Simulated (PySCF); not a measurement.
BF3, optimised at PBE/def2-SVP:

```xyz
4

B      0.2654    -0.1072    -0.1797
F     -0.1028     0.5788    -1.2498
F     -0.1245    -1.3631    -0.0326
F      1.0235     0.4628     0.7430
```

Method: PySCF energies (xtb for GFN2) plus ideal-gas RRHO corrections (1 bar). 6-31G* has spherical d functions here. All species are closed-shell singlets. B3LYP is the form with VWN-RPA correlation.

Q: List the harmonic frequencies (cm⁻¹, unscaled) at this level and at the other levels, each on its own geometry.

A: 
- PBE/def2-SVP: 467, 468, 666, 863, 1459, 1459
- B3LYP/6-31G*: 479, 480, 690, 889, 1498, 1498
- GFN2-xTB: 404, 404, 520, 865, 1406, 1407
- HF/6-31G*: 510, 510, 745, 942, 1583, 1583
- PBE0/def2-TZVP: 475, 475, 690, 897, 1487, 1487
